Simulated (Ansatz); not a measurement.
# CH3O2: the cost of one run

Program: Ansatz 0.2.0. Level of theory: the levels named in each step. These are calculated values, not measurements.

### 1 The system as given

Bond lengths: C2–O3 1.183 Å, O1–H4 0.960 Å, O1–H5 0.960 Å, C2–H6 1.098 Å. Angles: O3–C2–H6 127.1°, H4–O1–H5 107.3°.

Coordinates:

```xyz
6

O     0.8741    1.5597   -1.0610
C    -0.2150   -1.1675    0.1460
O    -0.8479   -0.9227    1.1155
H     1.4196    2.0939   -1.6423
H     0.4454    2.1563   -0.4432
H     0.2820   -0.4500   -0.5196
```

### 2 A rough first relaxation, PBE-D4/def2-SVP

This run stands in another session on the same molecule. It ended at:

```xyz
6

O     0.6668    1.7339   -1.3293
C    -0.3063   -1.0784    0.0158
O    -0.5045   -1.1913    1.1846
H     1.6306    1.6158   -1.2287
H     0.4394    2.2898   -0.5596
H     0.0320   -0.1001   -0.4875
```

### 3 Relaxation, PBE0-D4/def2-TZVPP

This run stands in another session on the same molecule. It ended at:

```xyz
6

O     0.7560    1.7249   -1.1076
C    -0.1530   -1.2111    0.1716
O    -0.8641   -1.4717    1.0668
H     1.5594    1.8269   -1.6195
H     0.6062    2.5800   -0.7022
H     0.0536   -0.1793   -0.2137
```

### 4 Frequencies, PBE0-D4/def2-TZVPP

File input.yaml:

```yaml
crystal:
  periodic: [false, false, false]
  atoms:
    - { symbol: O, position_ang: [0.75598081, 1.72490788, -1.10760416] }
    - { symbol: C, position_ang: [-0.15304981, -1.21106558, 0.17160233] }
    - { symbol: O, position_ang: [-0.86408637, -1.47166141, 1.06678924] }
    - { symbol: H, position_ang: [1.55943247, 1.82687236, -1.61951] }
    - { symbol: H, position_ang: [0.60621609, 2.57998876, -0.70222379] }
    - { symbol: H, position_ang: [0.05364681, -0.17930202, -0.2137136] }
magnetization:
  spin_polarized: true
  initial_magnetization: 1
basis:
  gaussian: { orbitals: def2-TZVPP }
hamiltonian:
  xc: pbe0
  dispersion: d4
phonons: {}
```

Started as:

```
$ ansatz run input.yaml --threads 2 --pin off --max-ram 5120MiB --backend cpu --events-out ev --progress --plain --runs-dir out
```

What time and memory should one allow on 2 threads of Intel Xeon at 2.50GHz (Skylake/Cascade Lake), shared host?

About 2 min, with a peak of 0.21 GiB.
